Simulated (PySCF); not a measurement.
Species: C₅H₈.
Cartesian coordinates in Å at the PBE0-D3(BJ)/def2-TZVP level; atoms count from 1:
```xyz
13
C5H8 angstrom
C      2.2140   -1.0631   -0.5250
C      1.2196   -0.5607   -0.0765
C      0.0024    0.0485    0.4459
C     -1.2144   -0.8275    0.1501
C     -0.1789    1.4621   -0.1053
H      3.0966   -1.5108   -0.9162
H      0.1166    0.1182    1.5348
H     -1.0897   -1.8287    0.5646
H     -1.3627   -0.9219   -0.9278
H     -2.1126   -0.3810    0.5830
H     -0.2953    1.4355   -1.1909
H      0.6820    2.0899    0.1282
H     -1.0716    1.9220    0.3250
```

Level of theory: PySCF 2.14.0, PBE0-D3(BJ)/def2-TZVP geometry optimisation, gas phase.

Take the most abundant isotopes and a rigid rotor. 

**Question.** What are A, B and C (MHz)?

**Answer.** Ia = 62.79, Ib = 130.94, Ic = 176.86 u·Å²; 505379 MHz·u·Å²/I gives A = 8049, B = 3860, C = 2858 MHz.

**Question.** What kind of rotor is it?

**Answer.** An asymmetric top. Ray's parameter κ = (2B − A − C)/(A − C) = -0.614; −1 is the prolate and +1 the oblate limit.

**Question.** What does the inertial defect say?

**Answer.** Not planar: Δ = Ic − Ia − Ib = -16.86 u·Å². For a rigid frame Δ = −2 Σ m c², so Σ m c² = 8.43 u·Å² lies off the ab plane: 5.61 from hydrogen and 2.82 from heavier atoms. The atom farthest from that plane is 1.48 Å away.

**Question.** Give the other two planar moments, Paa and Pbb, and the rms extents of the mass along the axes.

**Answer.** Paa = Σ m a² = (Ib + Ic − Ia)/2 = 122.50 and Pbb = Σ m b² = (Ia + Ic − Ib)/2 = 54.36 u·Å². With the mass M = 68.06 u, the rms extents √(P/M) along a, b and c are 1.34, 0.89, 0.35 Å.

**Question.** Which types of transition are allowed, and where do some lines up to J = 2 fall?

**Answer.** The dipole components are |μa| = 0.78 D, |μb| = 0.00 D, |μc| = 0.13 D; the mirror of this Cs structure is the ac plane, so μb vanishes by symmetry and there are no b-type lines. The squared components, which scale the intensities, stand as 1.00 : 0.03 (a : c). Some lines, for components of 0.1 D or more:

```json
{"type": "a", "branch": "Q", "J(Ka,Kc)": "1(1,0) ← 1(1,1)", "MHz": "1002", "lower level (cm⁻¹)": "0.364"}
{"type": "a", "branch": "Q", "J(Ka,Kc)": "2(1,1) ← 2(1,2)", "MHz": "3007", "lower level (cm⁻¹)": "0.778"}
{"type": "c", "branch": "Q", "J(Ka,Kc)": "1(1,1) ← 1(0,1)", "MHz": "4189", "lower level (cm⁻¹)": "0.224"}
{"type": "c", "branch": "R", "J(Ka,Kc)": "1(1,0) ← 0(0,0)", "MHz": "11909", "lower level (cm⁻¹)": "0.000"}
{"type": "a", "branch": "R", "J(Ka,Kc)": "2(1,2) ← 1(1,1)", "MHz": "12432", "lower level (cm⁻¹)": "0.364"}
{"type": "c", "branch": "Q", "J(Ka,Kc)": "2(2,1) ← 2(1,1)", "MHz": "12568", "lower level (cm⁻¹)": "0.879"}
{"type": "a", "branch": "R", "J(Ka,Kc)": "2(0,2) ← 1(0,1)", "MHz": "13275", "lower level (cm⁻¹)": "0.224"}
{"type": "a", "branch": "R", "J(Ka,Kc)": "2(1,1) ← 1(1,0)", "MHz": "14437", "lower level (cm⁻¹)": "0.397"}
{"type": "c", "branch": "R", "J(Ka,Kc)": "2(2,0) ← 1(1,0)", "MHz": "27164", "lower level (cm⁻¹)": "0.397"}
{"type": "c", "branch": "R", "J(Ka,Kc)": "2(2,1) ← 1(1,1)", "MHz": "28007", "lower level (cm⁻¹)": "0.364"}
```

**Question.** Estimate the classical rotational partition function at 50 K, 100 K and 298.15 K.

**Answer.** Point group Cs, symmetry number σ = 1; q = (√π/σ)·√((kT/h)³/(ABC)), k/h = 20836.6 MHz/K: 6330 at 50 K, 17900 at 100 K, 92100 at 298.15 K.

Not checked by PBE0-D3(BJ)/def2-TZVP frequencies. Constants of a rigid frame at the computed geometry: no zero-point averaging, no centrifugal distortion. A rigid rotor knows nothing of internal rotation, which can split or shift real lines.
